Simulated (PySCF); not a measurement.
Isomers of C4H12N2, mass 88.100 u with the commonest isotopes. Theory: PySCF 2.14.0, PBE0-D3(BJ)/def2-SVP geometry optimisation, gas phase. One conformer each, none proved a minimum here; rigid rotors.

Question: Order these by radius of gyration √(Σ m r²/M), largest first.
A. `[CH3:1][N:2]([CH3:3])[CH2:4][CH2:5][NH2:6]` with C1–N2–C4–C5 -159°, N2–C4–C5–N6 56°, C4–C5–N6–H 66° and -47°
B. `[CH3:1][CH2:2][CH2:3][CH2:4][NH:5][NH2:6]` with C1–C2–C3–C4 -179°, C2–C3–C4–N5 -60°, C3–C4–N5–N6 -60°, C4–N5–N6–H 90° and -150°
C. `[CH3:1][CH:2]([CH2:3][NH2:4])[CH2:5][NH2:6]` with C1–C2–C3–N4 60°, C2–C3–N4–H -174° and 68°, C1–C2–C5–N6 -59°, C2–C5–N6–H -56° and 62°

Answer: B (1.983 Å), C (1.918 Å), A (1.807 Å).

Question: Order these by out-of-plane moment Σ m c² = (Ia + Ib − Ic)/2, smallest first.
A. `[CH3:1][N:2]([CH3:3])[CH2:4][CH2:5][NH2:6]` with C1–N2–C4–C5 -159°, N2–C4–C5–N6 56°, C4–C5–N6–H 66° and -47°
B. `[CH3:1][CH:2]([CH2:3][NH2:4])[CH2:5][NH2:6]` with C1–C2–C3–N4 60°, C2–C3–N4–H -174° and 68°, C1–C2–C5–N6 -59°, C2–C5–N6–H -56° and 62°
C. `[CH3:1][CH2:2][CH2:3][CH2:4][NH:5][NH2:6]` with C1–C2–C3–C4 -179°, C2–C3–C4–N5 -60°, C3–C4–N5–N6 -60°, C4–N5–N6–H 90° and -150°

Answer: B (14.80 u·Å²), C (23.36 u·Å²), A (33.30 u·Å²).

Question: Order these by rotational constant B, smallest first.
A. `[CH3:1][CH:2]([CH2:3][NH2:4])[CH2:5][NH2:6]` with C1–C2–C3–N4 60°, C2–C3–N4–H -174° and 68°, C1–C2–C5–N6 -59°, C2–C5–N6–H -56° and 62°
B. `[CH3:1][N:2]([CH3:3])[CH2:4][CH2:5][NH2:6]` with C1–N2–C4–C5 -159°, N2–C4–C5–N6 56°, C4–C5–N6–H 66° and -47°
C. `[CH3:1][CH2:2][CH2:3][CH2:4][NH:5][NH2:6]` with C1–C2–C3–C4 -179°, C2–C3–C4–N5 -60°, C3–C4–N5–N6 -60°, C4–N5–N6–H 90° and -150°

Answer: C (1708 MHz), A (1899 MHz), B (2168 MHz).

```
  SMILES  point group  Ia (u·Å²)  Ib (u·Å²)  Ic (u·Å²)      κ  μa (D)  μb (D)  μc (D)
  CCCCNN           C1      73.70     295.94     322.91  -0.95    0.80    1.25    0.95
CN(C)CCN           C1      87.71     233.14     254.26  -0.90    1.51    0.76    0.54
CC(CN)CN            –      72.87     266.06     309.34  -0.90    1.27    0.39    0.89
```
